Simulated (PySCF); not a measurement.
# One shape, several levels: triplet HF

Wanted: a comparison of 6 runs (U-r2SCAN/6-31G*, U-wB97X-V/6-31G*, UPBE0/6-31G*, NEVPT2(4,4)/6-31G*, UCISD/6-31G*, ROCCSD(T)/6-31G*) of triplet HF. Input form: a Python script.

The results are computed with PySCF 2.14.0.

6 further runs of the same task are left out: 6 set aside as unsound or not needed.

### 1 Starting point

HF has 2 atoms, charge 0, and is taken as a triplet. As SMILES of the parent species, `F`. The coordinates come from a PBE0-D4/def2-TZVP relaxation. That shape belongs to the parent species and isn't relaxed for this state.

Bond lengths: F1–H2 0.920 Å.

### 2 The energy at U-r2SCAN/6-31G(d) (spherical functions) (run 1)

Contents of job.py:

```python
from pyscf import gto, dft

molecule = gto.M(
    atom='''
F     -0.736993     0.273254    -0.371142
H      0.736993    -0.273254     0.371142
''',
    max_memory=1860,
    basis='6-31g*',
    unit='bohr',
    spin=2,
    charge=0,
    verbose=3,
)

mf = dft.UKS(molecule, xc='r2scan')
mf.grids.level = 5
mf.conv_tol = 1e-10
mf.kernel()
if not mf.converged:
    mf = mf.newton().run(mf.mo_coeff, mf.mo_occ)

e_tot = mf.e_tot
print('E(%s) = %.9f' % ('R2SCAN', e_tot))
```

Launch:

```sh
OMP_NUM_THREADS=1 python job.py
```

Output:

```text
WARN: HOMO 0.0402178936747162 >= LUMO -0.479564945367768

WARN: HOMO -0.0354227852653355 >= LUMO -0.455795406202562

WARN: HOMO -0.0306521822433199 >= LUMO -0.410391174159856

WARN: HOMO -0.0331323241825503 >= LUMO -0.41218494226061

WARN: HOMO -0.0327003769999457 >= LUMO -0.411878295369998

WARN: HOMO -0.0327883147222496 >= LUMO -0.411919047862247

WARN: HOMO -0.0327841406911662 >= LUMO -0.411920125636102

WARN: HOMO -0.0327834708218595 >= LUMO -0.411920188022634

WARN: HOMO -0.03278356283433 >= LUMO -0.411920353653941

WARN: HOMO -0.0327835887329089 >= LUMO -0.411919956780054

WARN: HOMO -0.0327836013299301 >= LUMO -0.411897383927577

WARN: HOMO -0.032783638072182 >= LUMO -0.411897388605087

WARN: HOMO -0.0327836978185654 >= LUMO -0.411898086214801

WARN: HOMO -0.0327837602323635 >= LUMO -0.411898161466087

WARN: HOMO -0.0327833703125027 >= LUMO -0.411912045676849

WARN: HOMO -0.0327836708891533 >= LUMO -0.411914994630124

WARN: HOMO -0.032783664975288 >= LUMO -0.411916687513718

WARN: HOMO -0.0327836662659906 >= LUMO -0.411916650608706

converged SCF energy = -99.992139461841  <S^2> = 2.0018825  2S+1 = 3.0012547
E(R2SCAN) = -99.992139462
```

Wall time 3.9 s (1 thread of Arm Neoverse V1, shared host); peak memory 0.18 GiB.

### 3 A single-point energy at U-wB97X-V/6-31G(d) (spherical functions) (run 2)

Contents of calc.py:

```python
from pyscf import gto, dft

system = gto.Mole()
system.atom = [
    ('F', (-0.390000, 0.144600, -0.196400)),
    ('H', (0.390000, -0.144600, 0.196400)),
]
system.spin = 2
system.verbose = 4
system.basis = '6-31g*'
system.max_memory = 1860
system.charge = 0
system.build()

mf = dft.UKS(system, xc='wb97x-v')
mf.grids.level = 5
mf.conv_tol = 1e-10
mf.nlcgrids.level = 1
mf.kernel()
if not mf.converged:
    mf = mf.newton().run(mf.mo_coeff, mf.mo_occ)

energy = mf.e_tot
print('E(%s) = %.9f' % ('WB97X-V', energy))
```

Launch:

```sh
OMP_NUM_THREADS=1 python calc.py
```

Output:

```text
PySCF version 2.14.0

[INPUT] num. atoms = 2
[INPUT] num. electrons = 10
[INPUT] charge = 0
[INPUT] spin (= nelec alpha-beta = 2S) = 2
[INPUT] symmetry False subgroup None
[INPUT] Mole.unit = angstrom
[INPUT] Symbol           X                Y                Z      unit          X                Y                Z       unit  Magmom
[INPUT]  1 F     -0.390000000000   0.144600000000  -0.196400000000 AA   -0.736993188580   0.273254397612  -0.371142210865 Bohr   0.0
[INPUT]  2 H      0.390000000000  -0.144600000000   0.196400000000 AA    0.736993188580  -0.273254397612   0.371142210865 Bohr   0.0

nuclear repulsion = 5.17695231349631
number of shells = 8
number of NR pGTOs = 31
number of NR cGTOs = 16
basis = 6-31g*
ecp = {}

[... 44 lines left out ...]
[... the frontier-level lines of each cycle are left out ...]
[... 1 line left out ...]
[... 5 lines left out ...]
[... 5 lines left out ...]
[... 5 lines left out ...]
[... 5 lines left out ...]
[... 5 lines left out ...]

cycle= 6 E= -99.9924703330453  delta_E= -8.55e-08  |g|= 4.06e-05  |ddm|= 0.00055


cycle= 7 E= -99.9924703342991  delta_E= -1.25e-09  |g|= 6.32e-06  |ddm|= 5.82e-05


cycle= 8 E= -99.9924703343368  delta_E= -3.77e-11  |g|= 7.99e-07  |ddm|= 1.12e-05


Extra cycle  E= -99.9924703343373  delta_E= -5.83e-13  |g|= 3.3e-07  |ddm|= 1.11e-06
converged SCF energy = -99.9924703343373  <S^2> = 2.0012003  2S+1 = 3.0008001
E(WB97X-V) = -99.992470334
```

Wall time 3.9 s (1 thread of Arm Neoverse V1, shared host); peak memory 0.17 GiB.

Runs 3 to 4 aren't shown in full; the table further down has their settings and results.

### 4 A single-point energy at UCISD/6-31G(d) (spherical functions) (run 5)

Contents of input.py:

```python
from pyscf import gto, scf, ci

mol = gto.M(
    atom='''
F     -0.390000     0.144600    -0.196400
H      0.390000    -0.144600     0.196400
''',
    verbose=3,
    charge=0,
    basis='6-31g*',
    spin=2,
    max_memory=1860,
)

calc0 = scf.UHF(mol)
calc0.conv_tol = 1e-10
calc0.kernel()
if not calc0.converged:
    calc0 = calc0.newton().run(calc0.mo_coeff, calc0.mo_occ)

cisd = ci.CISD(calc0, frozen=1)
cisd.kernel()
etot = cisd.e_tot
print(f'total energy: {etot:.8f} hartree')
```

Launch:

```sh
OMP_NUM_THREADS=1 python input.py
```

Output:

```text
WARN: HOMO 0.137745520070402 >= LUMO -0.663821760857506

converged SCF energy = -99.6584811896284  <S^2> = 2.0037348  2S+1 = 3.0024889
E(UCISD) = -99.79227729814612  E_corr = -0.1337961085177035
total energy: -99.79227730 hartree
```

Run time: 0.77 s. Hardware: 1 thread of Arm Neoverse V1, shared host; peak memory 0.1 GiB.

### 5 The energy at ROCCSD(T)/6-31G(d) (spherical functions) (run 6)

Contents of input.xyz:

```xyz
2

F     -0.390000     0.144600    -0.196400
H      0.390000    -0.144600     0.196400
```

Contents of input.py:

```python
from pyscf import gto, scf, cc

system = gto.M(
    atom='input.xyz',
    verbose=4,
    spin=2,
    max_memory=1860,
    basis='6-31g*',
)

mf = scf.ROHF(system)
mf.conv_tol = 1e-10
mf.kernel()
if not mf.converged:
    mf = mf.newton().run(mf.mo_coeff, mf.mo_occ)

mycc = cc.CCSD(mf, frozen=1)
mycc.kernel()
e_t = mycc.ccsd_t()
energy = mycc.e_tot + e_t
print(f'total energy: {energy:.8f} hartree')
```

Launch:

```sh
OMP_NUM_THREADS=1 python input.py
```

Output:

```text
PySCF version 2.14.0

[INPUT] num. atoms = 2
[INPUT] num. electrons = 10
[INPUT] charge = 0
[INPUT] spin (= nelec alpha-beta = 2S) = 2
[INPUT] symmetry False subgroup None
[INPUT] Mole.unit = angstrom
[INPUT] Symbol           X                Y                Z      unit          X                Y                Z       unit  Magmom
[INPUT]  1 F     -0.390000000000   0.144600000000  -0.196400000000 AA   -0.736993188580   0.273254397612  -0.371142210865 Bohr   0.0
[INPUT]  2 H      0.390000000000  -0.144600000000   0.196400000000 AA    0.736993188580  -0.273254397612   0.371142210865 Bohr   0.0

nuclear repulsion = 5.17695231349631
number of shells = 8
number of NR pGTOs = 31
number of NR cGTOs = 16
basis = 6-31g*
ecp = {}

[... 35 lines left out ...]
converged SCF energy = -99.6542373041663
[... 1 line left out ...]
WARN: RCCSD method does not support ROHF method. ROHF object is converted to UHF object and UCCSD method is called.
[... 12 lines left out ...]
Init t2, MP2 energy = -0.127602389538091
[... 10 lines left out ...]
UCCSD converged
[... 2 lines left out ...]
total energy: -99.79637495 hartree
```

Run time: 0.95 s. Hardware: 1 thread of Arm Neoverse V1, shared host; peak memory 0.12 GiB.

### 6 The series

| run | level | nlc grid | integration grid | energy (Eh) | dipole moment (D) of the reference | HOMO energy (eV) | ⟨S²⟩ | wall time |
| --- | --- | --- | --- | --- | --- | --- | --- | --- |
| 1 | U-r2SCAN/6-31G* (spherical functions) | – | 5 | -99.992139 | 2.26 | -0.89 | 2.002 | 3.9 s |
| 2 | U-wB97X-V/6-31G* (spherical functions) | 1 | 5 | -99.992470 | 2.28 | -4.09 | 2.001 | 3.9 s |
| 3 | UPBE0/6-31G* (spherical functions) | – | 5 | -99.941703 | 2.27 | -1.84 | 2.001 | 1.6 s |
| 4 | NEVPT2(4,4)/6-31G* (spherical functions) | – | – | -99.785603 | 2.22 | – | – | 2.3 s |
| 5 | UCISD/6-31G* (spherical functions) | – | – | -99.792277 | 2.23 | -5.17 | 2.004 | 0.77 s |
| 6 | ROCCSD(T)/6-31G* (spherical functions) | – | – | -99.796375 | 2.22 | – | 2.000 | 0.95 s |

### 7 Summary of results

| quantity | value |
| --- | --- |
| run 6: total energy | -99.79637 Eh |
| run 6: dipole moment (Hartree–Fock density) | 2.22 D |
| run 6: correlation energy (1 core orbital frozen) | -142.1 mEh |
| run 6: (T) correction | -1.42 mEh |
| run 6: ⟨S²⟩ of the reference determinant | 2.000 |
| run 6: T1 diagnostic | 0.010 |

Over runs 1, 2, 3 the dipole moment (its size) runs from 2.26 D (U-r2SCAN/6-31G*) to 2.28 D (U-wB97X-V/6-31G*). Totals of different functionals can't be ranked against each other. All runs together took 14 s, the longest 3.9 s.
